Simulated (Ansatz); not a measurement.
Molecule (SMILES): F (HF).
Atoms: F1, H2. Bonds: F1-H2.

Basis-set convergence of the optimised F1-H2 bond length at PBE with Ansatz (a program for electronic structure). Cartesian d functions, on some or all atoms, in 6-31+G*; all else is spherical. The program fits the integrals of some runs and decomposes those of others, by size. No added dispersion term, no relativity. Reference: the value in aug-cc-pV5Z, 0.9301 Å. Deviations are taken from unrounded values.

```
basis              functions  optimised F1-H2 bond length (Å)  minus reference (Å)
-----------------  ---------  -------------------------------  -------------------
3-21G                     11                           0.9784               0.0483
cc-pVDZ                   19                           0.9350               0.0049
pcseg-1                   19                           0.9376               0.0075
6-31+G*                   21                           0.9457               0.0156
6-311+G**                 28                           0.9300              -0.0001
def2-SVPD                 31                           0.9325               0.0023
def2-TZVP                 37                           0.9323               0.0021
def2-TZVPD                49                           0.9334               0.0033
6-311++G(3df,3pd)         57                           0.9299              -0.0002
aug-pcseg-2               69                           0.9306               0.0005
pcseg-3                   93                           0.9301               0.0000
aug-pcseg-3              134                           0.9302               0.0000
pcseg-4                  162                           0.9301               0.0000
```
